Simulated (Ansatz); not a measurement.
Predict the output of the script below (the Python package of Ansatz (0.2.0)).

`conformers.py`:
```python
import ansatz
from rdkit import Chem
from rdkit.Chem import AllChem

rd = Chem.AddHs(Chem.MolFromSmiles('C=CC(=C)CCl'))
ids = list(AllChem.EmbedMultipleConfs(rd, numConfs=20, randomSeed=537, pruneRmsThresh=0.4))
field = [energy for _, energy in AllChem.MMFFOptimizeMoleculeConfs(rd)]
distinct = {round(e, 2): i for i, e in zip(ids, field)}
chosen = sorted(distinct.items())[:4]
found = []
for force_field, index in chosen:
    geometry = ansatz.Crystal.molecule()
    for atom, xyz in zip(rd.GetAtoms(), rd.GetConformer(index).GetPositions()):
        geometry = geometry.atom(atom.GetSymbol(), xyz.round(5).tolist())
    calc = (
        geometry.calculation()
        .basis(gaussian='cc-pVDZ')
        .functional('hf')
    )
    found.append(calc.run().report['free_energy_ev'])
print('conformer   MMFF (kcal/mol)   this level (eV)')
for (force_field, index), e in zip(chosen, found):
    print(f'{index:9d} {force_field - chosen[0][0]:17.2f} {(e - min(found)):17.3f}')
```

```console
$ python conformers.py
conformer   MMFF (kcal/mol)   this level (eV)
        2              0.00             0.000
        1              1.62             0.020
```

Reading the output:
- The settings weren't tested for convergence.
- The conformers keep their force-field geometries.
- Finished in 4.7 s on 1 thread of Arm Neoverse V1, on a shared host, peak memory 0.36 GiB.
